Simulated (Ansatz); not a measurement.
# C3H5O: the cost of one run

Program: Ansatz 0.2.0. Level of theory: UKS PBE-D4/def2-SVP. These are calculated values, not measurements.

### Step 1. The system as given

Bond lengths: C2–C3 1.193 Å, O4–C5 1.358 Å, C3–H6 1.054 Å, C5–H7 1.100 Å, C5–H8 1.099 Å, C5–H9 1.100 Å. Angles: C2–C3–H6 178.7°, O4–C5–H7 113.0°, O4–C5–H8 105.7°, O4–C5–H9 113.0°, H7–C5–H8 107.5°, H7–C5–H9 110.1°, H8–C5–H9 107.2°.

As a file:

```xyz
9

H    -0.3022   -0.6277   -0.5171
C    -0.2372    0.2321   -1.6048
C    -0.1605    0.9922   -2.5212
O    -0.2585   -1.2184    0.6120
C     0.1792   -0.4060    1.6087
H    -0.1105    1.6526   -3.3412
H     1.2213   -0.0809    1.4718
H     0.1392   -1.0115    2.5245
H    -0.4710    0.4676    1.7673
```

### Step 2. A restrained relaxation towards end A

Springs on the bonds that form and break draw the guess towards this end; the thresholds are loose.

input.yaml

```yaml
crystal:
  periodic: [false, false, false]
  atoms:
    - { symbol: H, position_ang: [-0.3022, -0.6277, -0.5171] }
    - { symbol: C, position_ang: [-0.2372, 0.2321, -1.6048] }
    - { symbol: C, position_ang: [-0.1605, 0.9922, -2.5212] }
    - { symbol: O, position_ang: [-0.2585, -1.2184, 0.612] }
    - { symbol: C, position_ang: [0.1792, -0.406, 1.6087] }
    - { symbol: H, position_ang: [-0.1105, 1.6526, -3.3412] }
    - { symbol: H, position_ang: [1.2213, -0.0809, 1.4718] }
    - { symbol: H, position_ang: [0.1392, -1.0115, 2.5245] }
    - { symbol: H, position_ang: [-0.471, 0.4676, 1.7673] }
magnetization:
  spin_polarized: true
  initial_magnetization: 1
basis:
  gaussian: { orbitals: def2-SVP }
hamiltonian:
  xc: pbe
  dispersion: d4
relax:
  f_tol: 0.15
  max_steps: 25
  restrain:
    - { distance: [0, 3], at: 2.27, k: 30.0 }
    - { distance: [1, 0], at: 1.07, k: 30.0 }
```

Command:

```
$ ansatz run input.yaml --threads 2 --pin off --max-ram 3072MiB --backend cpu --events-out ev --progress --plain --runs-dir out
```

Q: Estimate wall time and peak memory on 2 threads of Arm Neoverse V1, shared host.

About 30 s, with a peak of 0.17 GiB.
